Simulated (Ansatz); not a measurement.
Two shapes of singlet C₄H₅N.

Shape 1:

```xyz
10

N     1.1824    0.0000    0.0000
C     0.3654    1.1245    0.0000
C    -0.9566    0.6950    0.0000
C    -0.9566   -0.6950    0.0000
C     0.3654   -1.1245    0.0000
H     2.1974    0.0000    0.0000
H     0.7022    2.1612    0.0000
H    -1.8384    1.3357    0.0000
H    -1.8384   -1.3357    0.0000
H     0.7022   -2.1612    0.0000
```

Shape 2:

```xyz
10

N     1.1384    0.0254    0.0375
C     0.2944    1.0976   -0.0211
C    -1.0293    0.7102    0.0185
C    -0.9851   -0.7159   -0.0497
C     0.3332   -1.1152    0.0498
H     2.1125   -0.0169    0.0448
H     0.7533    2.1018   -0.0448
H    -1.8509    1.3213   -0.0236
H    -1.8309   -1.4105   -0.0005
H     0.7660   -2.0659    0.0016
```

Basis set: 6-31G* (spherical functions). Left uncorrelated: 5 orbitals. Charge 0, multiplicity 1.

Computed with Ansatz (development build ahead of 0.2.0); each method stands on the lowest determinant of its kind that the runs found.

Which shape is lower in energy, and by how much in each method?

```json
{"method": "RHF", "E(2) − E(1) (eV)": "0.076"}
{"method": "RHF-MP2", "E(2) − E(1) (eV)": "0.170"}
```

Shape 1 is lower.
